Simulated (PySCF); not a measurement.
H6Si2, charge +1, multiplicity 2. Atoms are numbered in the order given.

```xyz
8

Si     0.0000     0.0000    -1.3860
Si     0.0000     0.0000     1.3860
H     -1.2619    -0.7285    -1.5869
H      1.2619    -0.7285    -1.5869
H      0.0000     1.4571    -1.5869
H     -1.2619     0.7285     1.5869
H      1.2619     0.7285     1.5869
H      0.0000    -1.4571     1.5869
```
Charge +1, spin multiplicity 2.

Geometry: B3LYP-D3(BJ)/def2-TZVP. The multiplicity is an assumed one; other spin states were not compared.

Computed with PBE/def2-TZVPD (PySCF).

```json
{
  "total_energy": "-581.92395 hartree",
  "point_group": "D3d",
  "α spin, highest occupied and lowest empty level": "-12.67 and -7.38 eV",
  "β spin, highest occupied and lowest empty level": "-14.30 and -11.19 eV",
  "dipole_moment_about_the_centre_of_nuclear_charge": "0.00 D",
  "mean_static_polarisability": "57.1 bohr³ (8.46 Å³)",
  "polarisability_principal_values": "49.4, 49.4, 72.6 bohr³",
  "⟨S²⟩": "0.753 (pure state 0.75)"
}
```
